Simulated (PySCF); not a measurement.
## Which functional comes closest?

Molecule: SMILES CC[PH](=O)CC, C4H11OP.

Cartesian coordinates in Å; atom numbers follow the order of the lines, from 1:
```xyz
17

C    -2.111    0.377    0.266
C    -1.291   -0.862    0.593
P     0.453   -0.818    0.065
O     1.209   -2.089    0.297
C     1.207    0.640    0.858
C     2.703    0.704    0.578
H    -1.750    1.264    0.808
H    -3.166    0.232    0.541
H    -2.082    0.608   -0.811
H    -1.272   -1.072    1.676
H    -1.708   -1.764    0.116
H     0.343   -0.406   -1.304
H     0.683    1.552    0.525
H     1.018    0.530    1.940
H     2.905    0.867   -0.492
H     3.178    1.522    1.138
H     3.181   -0.244    0.865
```

Geometry PBE0-D3(BJ)/def2-SVP throughout; GIAO in PySCF, gas phase, one conformer, non-relativistic; equivalent atoms averaged; basis pcSseg-1.

Reference values (measured; solution, CHCl3; S. K. Latypov et al., Phys. Chem. Chem. Phys. 2015 (author manuscript)): δ(P3) = 41.0 ppm vs 85 % H3PO4. Computed shifts are taken against H3PO4, calculated as an isolated molecule at each level.

Task: How do the functionals HF, LDA, PBE, BLYP, BP86, OPBE perform against the reference? Times are CPU seconds on 1 thread of an Arm Neoverse V1, shared host.

Result: 
```
functional          kind    P3  abs. error P  core-s
        HF  Hartree–Fock  12.7          28.3      16
       LDA           LDA   7.4          33.6      28
       PBE           GGA   6.6          34.4      33
      BLYP           GGA  11.0          30.0      29
      BP86           GGA   7.4          33.6      29
      OPBE           GGA   4.6          36.4      29
```

For ³¹P the closest is HF (28.3 ppm) and the furthest OPBE (36.4 ppm). One molecule is a small sample, and vibrational and solvent effects are absent from the calculation.
